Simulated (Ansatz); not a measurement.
Write a Python script for Ansatz 0.2.0 through its Python package that makes an active-space calculation of CH₃F, SMILES CF. Level of theory (for the species named): Hartree-Fock, def2-SVP basis, multiplicity 1.

```xyz
5

C    -0.0580    0.0376    0.0089
F     1.0765   -0.6990   -0.1659
H    -0.9129   -0.6360   -0.0597
H    -0.0955    0.7930   -0.7767
H    -0.0101    0.5043    0.9934
```

The script, `ch3f_cas.py`:
```python
"""Active-space calculation on CH3F."""

import ansatz as az
from ase import Atoms

atoms = Atoms(["C", "F", "H", "H", "H"], positions=[
    (-0.05797, 0.03761, 0.00892),
    (1.0765, -0.69902, -0.16591),
    (-0.91292, -0.63597, -0.0597),
    (-0.09547, 0.79304, -0.77669),
    (-0.01015, 0.50433, 0.99338),
])
mol = az.Crystal.molecule_from_ase(atoms)

model = mol.calculation().basis(gaussian="def2-SVP").correlation(active_electrons=4, active_orbitals=4)
for method in [None, "sc_nevpt2", "fic_mrcisd_q"]:
    report = (model if method is None else model.correlation(method)).run(threads=1, backend="cpu").report
    space = report["configurations"]
    state = space["states"][0]
    print(method or "casscf", f"total {report['free_energy_ev'] / 27.211386246:.6f} Ha, active-space state {state['energy']['hartree']:.6f} Ha, mean field {report['reference_energy_ev'] / 27.211386246:.6f} Ha")
    print("  determinants", state["n_determinants"], " natural occupations", [round(n, 3) for n in space["natural_occupations"]])
print("effectively unpaired electrons, sum of min(n, 2 - n):", round(sum(min(n, 2 - n) for n in space["natural_occupations"]), 3))
```

Running `python ch3f_cas.py` prints:
```text
casscf total -138.980750 Ha, active-space state -138.980750 Ha, mean field -138.929608 Ha
  determinants 36  natural occupations [1.988, 1.977, 0.023, 0.012]
RunWarning: the results are in doubt because another end's mean lies 0.271 eV lower, and its corrected mean 0.213 eV higher
sc_nevpt2 total -139.259122 Ha, active-space state -138.970806 Ha, mean field -138.929608 Ha
  determinants 36  natural occupations [1.982, 1.977, 0.023, 0.018]
fic_mrcisd_q total -139.287462 Ha, active-space state -138.980749 Ha, mean field -138.929608 Ha
  determinants 36  natural occupations [1.988, 1.977, 0.023, 0.012]
effectively unpaired electrons, sum of min(n, 2 - n): 0.07
```
(Warnings from the package without file and line.)

What to keep in mind:
- Total energies depend on the basis set; only differences at equal settings carry meaning.
- The geometry is a force-field or estimated start, not a minimum of this method, and the basis set is short of its limit. The active space starts as a window about the frontier orbitals and is then optimised, not chosen by chemistry.
- A lower CASSCF solution was found and passed over, so the printed active-space state isn't the lowest.
- Finished in 10 s on 1 thread of Arm Neoverse V1 (shared host), peak memory 0.18 GiB.

(Lines on the test bed's own set-up are left out of the output.)
